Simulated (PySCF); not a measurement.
**triplet CH3BO: levels of theory compared**

We compute a comparison of 5 runs (UHF/STO-3G, UHF/3-21G, UB3LYP/6-31G*, UB2PLYP/def2-TZVP, USCS-MP2/def2-TZVP) of triplet CH3BO. Input form: a Python script.

Program for the calculation: PySCF 2.14.0.

1 further run of the same task is left out (set aside as unsound or not needed).

## 1. Starting point

The species is CH3BO (6 atoms), meant as a triplet with charge 0. SMILES of the parent species: `[BH3-]C#[O+]`. The shape is that of a PBE0-D4/def2-TZVP optimisation. That shape belongs to the parent species and isn't relaxed for this state.

Bond lengths: B1–C2 1.512 Å, C2–O3 1.127 Å, B1–H4 1.209 Å, B1–H5 1.209 Å, B1–H6 1.209 Å. Angles: B1–C2–O3 179.9°, C2–B1–H4 104.6°, C2–B1–H5 104.5°, C2–B1–H6 104.5°, H4–B1–H5 113.9°, H4–B1–H6 113.9°, H5–B1–H6 113.9°.

## 2. A single-point energy at UHF/STO-3G (run 1)

File run.py:

```python
from pyscf import gto

system = gto.M(
    atom='''
B     -0.275160     0.419730    -0.199910
C      0.494180    -0.755680     0.359250
O      1.068320    -1.631140     0.776320
H     -1.437140     0.121710    -0.050320
H      0.069540     0.485120    -1.356800
H      0.080260     1.360240     0.471460
''',
    spin=2,
    charge=0,
    max_memory=1860,
    basis='sto-3g',
    verbose=3,
)

calc0 = system.UHF()
calc0.conv_tol = 1e-10
calc0.kernel()
if not calc0.converged:
    calc0 = calc0.newton().run(calc0.mo_coeff, calc0.mo_occ)

e_final = calc0.e_tot
print('E = %.10f Eh' % e_final)
```

Launch:

```bash
OMP_NUM_THREADS=1 python run.py
```

Standard output:

```text
WARN: HOMO 0.151951256909981 >= LUMO -0.350019468562662

WARN: HOMO -0.0718487618677288 >= LUMO -0.138674980848015

SCF not converged.
SCF energy = -137.051834924282 after 50 cycles  <S^2> = 2.1226775  2S+1 = 3.0806996
converged SCF energy = -137.051852783828  <S^2> = 2.1221278  2S+1 = 3.0803427
E = -137.0518527838 Eh
```

Run time: 1 s. Hardware: 1 thread of Arm Neoverse V1, shared host; peak memory 0.12 GiB.

## 3. A single-point energy at UHF/3-21G (run 2)

File run.py:

```python
from pyscf import gto

mol = gto.M(
    atom='''
B     -0.519977     0.793175    -0.377775
C      0.933865    -1.428028     0.678884
O      2.018832    -3.082408     1.467032
H     -2.715801     0.229999    -0.095091
H      0.131412     0.916744    -2.563980
H      0.151669     2.570481     0.890930
''',
    verbose=3,
    max_memory=1860,
    spin=2,
    basis='3-21g',
    unit='bohr',
)

mf = mol.UHF()
mf.conv_tol = 1e-10
mf.kernel()
if not mf.converged:
    mf = mf.newton().run(mf.mo_coeff, mf.mo_occ)

e_final = mf.e_tot
print('E(%s) = %.9f' % ('HF', e_final))
```

Launch:

```bash
OMP_NUM_THREADS=1 python run.py
```

Standard output:

```text
WARN: HOMO 0.0537633879418131 >= LUMO -0.386846491962182

WARN: HOMO -0.194483487715084 >= LUMO -0.217036326150117

SCF not converged.
SCF energy = -138.108725344362 after 50 cycles  <S^2> = 2.0517288  2S+1 = 3.0342899
converged SCF energy = -138.108725135504  <S^2> = 2.0518437  2S+1 = 3.0343657
E(HF) = -138.108725136
```

Wall time 1.1 s (1 thread of Arm Neoverse V1, shared host); peak memory 0.12 GiB.

Runs 3 to 4 aren't shown in full; the table further down has their settings and results.

## 4. A single-point energy at USCS-MP2/def2-TZVP (run 5)

File input.xyz:

```xyz
6
CH3BO
B     -0.275160     0.419730    -0.199910
C      0.494180    -0.755680     0.359250
O      1.068320    -1.631140     0.776320
H     -1.437140     0.121710    -0.050320
H      0.069540     0.485120    -1.356800
H      0.080260     1.360240     0.471460
```

File job.py:

```python
from pyscf import gto, mp

mol = gto.Mole()
mol.atom = 'input.xyz'
mol.charge = 0
mol.verbose = 3
mol.max_memory = 1860
mol.basis = 'def2-tzvp'
mol.spin = 2
mol.build()

mf = mol.UHF()
mf.conv_tol = 1e-10
mf.kernel()
if not mf.converged:
    mf = mf.newton().run(mf.mo_coeff, mf.mo_occ)

pt = mp.MP2(mf, frozen=3).run()
etot = mf.e_tot + 1.2 * pt.e_corr_os + pt.e_corr_ss / 3
print('Final energy', etot)
```

Launch:

```bash
OMP_NUM_THREADS=1 python job.py
```

Standard output:

```text
WARN: HOMO 0.0356750698713631 >= LUMO -0.387715139852802

WARN: HOMO -0.209284526663922 >= LUMO -0.225537872962047

SCF not converged.
SCF energy = -138.957661269145 after 50 cycles  <S^2> = 2.0558517  2S+1 = 3.0370062
converged SCF energy = -138.95820670094  <S^2> = 2.041176  2S+1 = 3.0273262
E(UMP2) = -139.421309079323  E_corr = -0.463102378383173
E(SCS-UMP2) = -139.416335648238  E_corr = -0.45812894729845
Final energy -139.41633564823795
```

It took 27 s on 1 thread of Arm Neoverse V1, shared host; peak memory 0.31 GiB.

## 5. The series

```
run                                level  integration grid  frozen core orbitals  energy (Eh)  dipole moment (D) of the reference  HOMO energy (eV)  LUMO energy (eV)  wall time
  1                           UHF/STO-3G                 –                     –  -137.051853                                1.31             -4.59             -1.97        1 s
  2                            UHF/3-21G                 –                     –  -138.108725                                3.10             -6.10             -3.84      1.1 s
  3  UB3LYP/6-31G* (spherical functions)                 5                     –  -139.722542                                1.85             -2.47                 –       23 s
  4                    UB2PLYP/def2-TZVP                 5                     3  -139.659803                                2.54             -4.23                 –      2 min
  5                   USCS-MP2/def2-TZVP                 –                     3  -139.416336                                3.29             -6.33             -3.74       27 s
```

## 6. Outcome

```
                                                         quantity          value
                                              run 5: total energy  -139.41634 Eh
                      run 5: dipole moment (Hartree–Fock density)         3.29 D
run 5: HOMO energy (Hartree–Fock orbitals) (highest over α and β)       -6.33 eV
 run 5: LUMO energy (Hartree–Fock orbitals) (lowest over α and β)       -3.74 eV
               run 5: correlation energy (3 core orbitals frozen)     -458.1 mEh
                         run 5: ⟨S²⟩ of the reference determinant          2.041
```

Over runs 1, 2, 3, 4 the dipole moment (its size) runs from 1.31 D (UHF/STO-3G) to 3.10 D (UHF/3-21G). Totals of different functionals can't be ranked against each other. In run 1 the basis is minimal, so the values are rough. Spin contamination of the reference: run 1 ⟨S²⟩ = 2.12. All runs together took 2.9 min, the longest 2 min.
